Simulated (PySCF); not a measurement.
From results back to the method.

Fluorine oxoborane, BFO.
Z-matrix (Å and degrees, PBE0-D3(BJ)/def2-TZVP geometry), rows numbered from 1:
```
O 
B   1  1.2058
F   2  1.2819  1  179.96
```

The closed-shell ground state was solved 4 times with PySCF (density fitting, gas phase), always in the pcSseg-2 basis (108 functions), with these functionals: B97-2, KT3, PBE0 and wB97X-D. Geometry: PBE0-D3(BJ)/def2-TZVP; no solvent, vibrations or thermal averaging.

```
row  total energy (Eh)  HOMO (eV)  LUMO (eV)  dipole (D)
  P          -200.0235     -10.00      -0.48        2.16
  Q          -199.8789     -10.33      -0.50        2.16
  R          -200.0292     -12.25       1.36        2.20
  S          -202.6844      -8.75      -1.54        2.07
```

Q: Which functional belongs to which row?

A: P = B97-2, Q = PBE0, R = wB97X-D, S = KT3. By rising HOMO–LUMO gap: KT3 (GGA) 7.21 eV; B97-2 (global hybrid, 21 % exact exchange) 9.52 eV; PBE0 (global hybrid, 25 % exact exchange) 9.83 eV; wB97X-D (range-separated hybrid) 13.61 eV. Total energies of different functionals aren't bounds to one another; each is stationary for its own functional.

wB97X-D is run here without its empirical dispersion term; that term would change no orbital, density or response property at a fixed geometry.
